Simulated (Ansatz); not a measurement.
C4H5ClO can be A, `CC=C=C(O)Cl`, or B, `ClC1=CCOC1`.

Program: Ansatz. Geometries: PBE0-D4/def2-TZVP. ΔE: electronic, gas phase. CBS: MP2 limit from def2 TZ/QZ plus the TZ coupled-cluster correction, frozen cores. DFT in def2-TZVPP. B3LYP here is the variant with VWN-RPA as its local correlation; programs differ in this. One conformer a species, not always the lowest.

Task: Which isomer does CCSD(T)/CBS put lower? Give the gap. (An estimate is asked.)

Result: The calculation gave: B, by 19.6 kcal/mol.

Task: Give E(B) − E(A) in kcal/mol with PBE-D4, CCSD/def2-TZVPP, B2PLYP, B3LYP-D4, B3LYP, HF/def2-TZVPP, PBE0-D4. (An estimate is asked.)

Result: Computed: PBE-D4 -15.8, CCSD/def2-TZVPP -20.8, B2PLYP -17.0, B3LYP-D4 -15.9, B3LYP -14.6, HF/def2-TZVPP -21.9, PBE0-D4 -20.2. None reverses the order clearly.

Largest T1 diagnostic: 0.012.

From PBE to PBE0 (25 % exact exchange), in def2-TZVPP and without D4, E(B) − E(A) moves by −4.5 kcal/mol. The D4 term adds −1.4 kcal/mol with B3LYP and −0.7 kcal/mol with PBE0; it sums over pairs of atoms, weighted by their polarisabilities, and B3LYP, whose exchange is more repulsive, gets the larger term.
